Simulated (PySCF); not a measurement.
Gas-phase reaction: C2F4 + 2 CF4 → 4 CF3

Energies from PySCF, thermal terms from the rigid-rotor harmonic-oscillator model, ideal gas at 1 bar. The comparison is the NASA 1993 polynomial table, which mixes measured and estimated data. After a fit of one offset per element over all species, the range-separated, M06-2X, PBE0/def2-QZVP and CCSD(T)/def2-TZVPP enthalpies, where run, lie to one side of the table for C2F4 (-34 kJ/mol): a fault of the table's entry, another state or a shared error of the levels is possible; this was not checked at source. † marks an energy on the PBE0/def2-TZVP geometry and frequencies; other levels use their own. MP2 and CCSD(T) freeze the core. 6-31G* has spherical d functions here. Open shells (unrestricted): CF3 (multiplicity 2); the rest are closed-shell singlets. B3LYP is the form with VWN-RPA correlation. MP2 isn't extrapolated to the basis-set limit. CCSD(T) isn't extrapolated to the basis-set limit. The table's entry may be an old estimate for C2F4, CF3 (not checked at source).

```tsv
level	ΔH°(298 K), kJ
table	643.6
B3LYP/6-31G*	(withheld)
CCSD(T)/def2-TZVPP†	(withheld)
MP2/def2-SVP†	668.7
MP2/def2-TZVPP†	(withheld)
PBE/def2-TZVP†	(withheld)
PBE0/def2-SVP†	649.9
r2SCAN/def2-TZVP†	590.4
```

### Question
Some entries are withheld; supply them.

### Answer

- B3LYP/6-31G*, ΔH°(298 K), kJ: 641.1
- CCSD(T)/def2-TZVPP†, ΔH°(298 K), kJ: 658.9
- MP2/def2-TZVPP†, ΔH°(298 K), kJ: 671.6
- PBE/def2-TZVP†, ΔH°(298 K), kJ: 615.1
